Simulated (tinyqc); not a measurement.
Inside a calculation. Method: extended Hueckel theory, for CH2. One step of it, computed by the program tinyqc.

Problem. Orbitals. Solve H C = S C e through S^(-1/2); fill by pairs from the bottom, a degenerate level sharing its electrons equally; each orbital has its largest coefficient positive (the first on a tie).

H (eV), lower triangle:
```
             1C 2s      1C 2px      1C 2py      1C 2pz       2H 1s       3H 1s
1C 2s   -21.400000
1C 2px    0.000000  -11.400000
1C 2py    0.000000    0.000000  -11.400000
1C 2pz    0.000000    0.000000    0.000000  -11.400000
2H 1s   -15.108245    0.000000   -9.406145   -5.232230  -13.600000
3H 1s   -15.108245    0.000000    9.406145   -5.232230   -2.881075  -13.600000
```

overlap S, lower triangle:
```
           1C 2s    1C 2px     1C 2py    1C 2pz     2H 1s     3H 1s
1C 2s   1.000000
1C 2px  0.000000  1.000000
1C 2py  0.000000  0.000000   1.000000
1C 2pz  0.000000  0.000000   0.000000  1.000000
2H 1s   0.493330  0.000000   0.429995  0.239188  1.000000
3H 1s   0.493330  0.000000  -0.429995  0.239188  0.121054  1.000000
```

valence electrons = 6

Give: orbital energies; occupations; coefficients; sum of one-electron energies.

Solution.

orbital energies (eV): -23.7110  -15.7745  -12.1222  -11.4000  6.8174  15.7619

occupations: 2.0000  2.0000  2.0000  0.0000  0.0000  0.0000

coefficients:
```
            MO1      MO2      MO3     MO4      MO5      MO6
1C 2s    0.7220   0.0000  -0.2779  0.0000   0.0000   1.1566
1C 2px   0.0000   0.0000   0.0000  1.0000   0.0000   0.0000
1C 2py   0.0000   0.5230   0.0000  0.0000   1.2053   0.0000
1C 2pz  -0.0174   0.0000   0.9123  0.0000   0.0000   0.6225
2H 1s    0.2446   0.4361   0.1412  0.0000  -0.8899  -0.9391
3H 1s    0.2446  -0.4361   0.1412  0.0000   0.8899  -0.9391
```

sum of one-electron energies = -103.2153 eV
